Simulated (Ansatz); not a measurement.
A calculation with Ansatz (development build ahead of 0.2.0).

```yaml
crystal:
  periodic: [false, false, false]
  atoms:
    - { symbol: O, position_ang: [0.0, 0.0, 0.0] }
    - { symbol: H, position_ang: [1.05342, 0.0, 0.60819] }
    - { symbol: H, position_ang: [-1.26136, 0.0, 0.72825] }
basis:
  gaussian: { orbitals: "6-31G" }
total_charge: 1
magnetization:
  initial_magnetization: 1
hamiltonian:
  xc: hf
correlation:
  method: fci
  frozen_orbitals: { H: 0, O: 1 }
```

The input is written out in the form of the current development build from the run's settings.

Results

| Item | Value |
| --- | --- |
| Converged | yes |
| Total energy | -75.62067 hartree |
| State | lowest doublet root, of any spatial symmetry |
